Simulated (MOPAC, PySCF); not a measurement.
C3H4, SMILES `C1=CC1`, neutral singlet in the gas phase. 

Cartesian coordinates (Å):
SMILES: C1C=C1
```xyz
7

C     -0.6379    -0.5790    -0.1570
C     -0.5392     0.6289     0.2831
C      0.7605    -0.0327    -0.0814
H     -1.2465    -1.4279    -0.4183
H     -1.0051     1.5239     0.6590
H      1.4296    -0.3754     0.7091
H      1.2743     0.2595    -0.9983
```
Charge 0, multiplicity 1.

All levels are single points at this geometry (r2SCAN-D4/def2-TZVP); Pople sets use spherical d functions. Orbital energies aren't observables, and empty levels follow the basis.

r2SCAN-D4/def2-TZVP in PySCF gives HOMO (eV) = -6.25.

Q: Estimate the HOMO (eV) from each of these levels: PBE-D3(BJ)/def2-TZVP in PySCF; B3LYP/6-311+G** in PySCF; B3LYP/6-31G* in PySCF; BP86/6-31G* in PySCF; M06-2X/6-31G* in PySCF; PBE/6-31G* in PySCF; SVWN5/6-31G* in PySCF; HF/3-21G in PySCF; HF/6-31G* in PySCF; HF/STO-3G in PySCF; PM3 in MOPAC; PM6 in MOPAC.

A: 
| level | HOMO (eV) |
|---|---|
| PBE-D3(BJ)/def2-TZVP in PySCF | -6.09 |
| B3LYP/6-311+G** in PySCF | -7.06 |
| B3LYP/6-31G* in PySCF | -6.75 |
| BP86/6-31G* in PySCF | -5.90 |
| M06-2X/6-31G* in PySCF | -8.29 |
| PBE/6-31G* in PySCF | -5.80 |
| SVWN5/6-31G* in PySCF | -5.89 |
| HF/3-21G in PySCF | -9.71 |
| HF/6-31G* in PySCF | -9.61 |
| HF/STO-3G in PySCF | -8.35 |
| PM3 in MOPAC | -10.08 |
| PM6 in MOPAC | -10.16 |
